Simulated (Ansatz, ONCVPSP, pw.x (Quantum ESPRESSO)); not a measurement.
# pw.x on fcc N: one setting changed

Potential: optimised norm-conserving Vanderbilt (ONCV), ONCVPSP 4.0.1.1 (patched build), PBEsol; core [He], reference 2s2 2p2.5; waves: 2s: rc 1.10 bohr, ncon 4, nbas 7, qcut 7.4 1/bohr, 2 projectors, debl 2.9 Ha; 2p: rc 2.25 bohr, ncon 4, nbas 8, qcut 6.1 1/bohr, 1 projector; local part: polynomial inside 0.70 bohr (lpopt 4, dvloc0 2 Ha); core correction: none.

The reference run (k-mesh 18³, cutoffs 170/680 Ry, Fermi–Dirac 0.01 Ry, mixing_beta 0.4, conv_thr 1e-9, no spin) gives 2.97 GPa at 7.215 Å³/atom, where all-electron LAPW gives 0.53 GPa. This run, with its own iteration cap, changes nbnd to 6.

```
&control
  calculation='scf', prefix='x', pseudo_dir='./', outdir='./tmp', tstress=.true., disk_io='none'
/
&system
  ibrav=0, nat=1, ntyp=1, ecutwfc=170, ecutrho=680, nbnd=6,
  occupations='smearing', smearing='fd', degauss=0.01
/
&electrons
  conv_thr=1e-09, mixing_beta=0.4, electron_maxstep=60
/
ATOMIC_SPECIES
N 1.0 N.UPF
CELL_PARAMETERS angstrom
  0.00000000 1.53368245 1.53368245
  1.53368245 0.00000000 1.53368245
  1.53368245 1.53368245 0.00000000
ATOMIC_POSITIONS crystal
N 0.0000 0.0000 0.0000
K_POINTS automatic
18 18 18 0 0 0
```

```bash
pw.x < N.scf.in > N.scf.out
```

How does the run end?

It converges in 7 iterations; the free energy moves by +0.0 meV/atom and the pressure by +0.00 GPa. The result is that of the reference run.

```
Message from routine setup:
     using ibrav=0 with symmetry is DISCOURAGED, use correct ibrav instead
     lattice parameter (alat)  =       4.0987  a.u.
     unit-cell volume          =      48.6892 (a.u.)^3
     number of electrons       =         5.00
     number of Kohn-Sham states=            6
     kinetic-energy cutoff     =     170.0000  Ry
     charge density cutoff     =     680.0000  Ry
     scf convergence threshold =      1.0E-09
     Exchange-correlation= PBESOL
     number of k points=   195  Fermi-Dirac smearing, width (Ry)=  0.0100
     iteration #  1     ecut=   170.00 Ry     beta= 0.40
     total energy              =     -19.20326635 Ry
     estimated scf accuracy    <       0.02722258 Ry
     iteration #  2     ecut=   170.00 Ry     beta= 0.40
     total energy              =     -19.20081995 Ry
     estimated scf accuracy    <       0.00606758 Ry
     iteration #  3     ecut=   170.00 Ry     beta= 0.40
     total energy              =     -19.20153648 Ry
     estimated scf accuracy    <       0.00000540 Ry
     iteration #  4     ecut=   170.00 Ry     beta= 0.40
     total energy              =     -19.20154177 Ry
     estimated scf accuracy    <       0.00000290 Ry
     iteration #  5     ecut=   170.00 Ry     beta= 0.40
     total energy              =     -19.20154217 Ry
     estimated scf accuracy    <       0.00000007 Ry
     iteration #  6     ecut=   170.00 Ry     beta= 0.40
     total energy              =     -19.20154218 Ry
     estimated scf accuracy    <          2.4E-09 Ry
     iteration #  7     ecut=   170.00 Ry     beta= 0.40
     the Fermi energy is     9.2476 ev
!    total energy              =     -19.20154218 Ry
     estimated scf accuracy    <          2.2E-11 Ry
     smearing contrib. (-TS)   =      -0.00296238 Ry
     The total energy is F=E-TS. E is the sum of the following terms:
     one-electron contribution =       3.76268249 Ry
     hartree contribution      =       1.39398064 Ry
     xc contribution           =      -4.58090401 Ry
     ewald contribution        =     -19.77433892 Ry
     convergence has been achieved in   7 iterations
          total   stress  (Ry/bohr**3)                   (kbar)     P=       29.73
     Message from routine punch:
     Nothing written, as per user request (disk_io='none')
```

The run took about 43 s on one core of a shared host (Neoverse-N1, 64 threads, 124 GiB, load 58).
